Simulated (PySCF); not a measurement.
## Two probes of the same atoms: core binding energy and nuclear shielding

Compound: C₄H₇S (charge -1).
Structure used (PBE0-D3(BJ)/def2-SVP), in Å, numbered top down from 1:
```
atom  x, y, z in Å
C1     2.068    0.071   -0.503
C2     1.023    0.399    0.307
S3     0.898    1.813    1.300
C4    -0.158   -0.561    0.358
C5    -1.468    0.082   -0.080
H6     2.063   -0.853   -1.096
H7     2.942    0.724   -0.577
H8    -0.271   -0.895    1.406
H9     0.050   -1.459   -0.254
H10   -2.334   -0.588    0.066
H11   -1.426    0.366   -1.146
H12   -1.603    1.004    0.509
```

Binding energies: delta-SCF UKS SCAN, pcX-2 on the ionised atom, pcseg-1 elsewhere, spin-free X2C in PySCF. Shieldings: GIAO PBE0/pcSseg-1, non-relativistic, same geometry.

```tsv
atom	isotropic shielding (ppm)
C1	90.5
C2	-0.9
C4	140.6
C5	165.3
```

Question: What are the C 1s binding energies of these atoms?

Answer: 
| atom | environment | C 1s (eV) | isotropic shielding (ppm) |
| --- | --- | --- | --- |
| C1 | carbon bonded to C and 2 H | 284.14 | 90.5 |
| C2 | fully substituted alkene carbon | 285.50 | -0.9 |
| C4 | allylic carbon | 286.04 | 140.6 |
| C5 | methyl carbon | 286.23 | 165.3 |

Question: Among the listed atoms, is the one with the highest binding energy also the least shielded?

Answer: No. The highest binding energy is at C5 (286.23 eV, shielding 165.3 ppm), the lowest shielding at C2 (-0.9 ppm, 285.50 eV).

By binding energy: C1 < C2 < C4 < C5. By shielding: C2 < C1 < C4 < C5.

The unrestricted hole states depart most from a pure doublet (⟨S²⟩ = 0.75; over 0.85 named) for C 1s of C2 (0.93), which makes this value less certain. The species carries charge -1, so core ionisation leaves a neutral species. The basis sets have no added diffuse functions. The structure is a single PBE0-D3(BJ)/def2-SVP conformer in the gas phase; no vibrational or solvent corrections. The geometry's basis has no diffuse functions, a weakness for an anion.
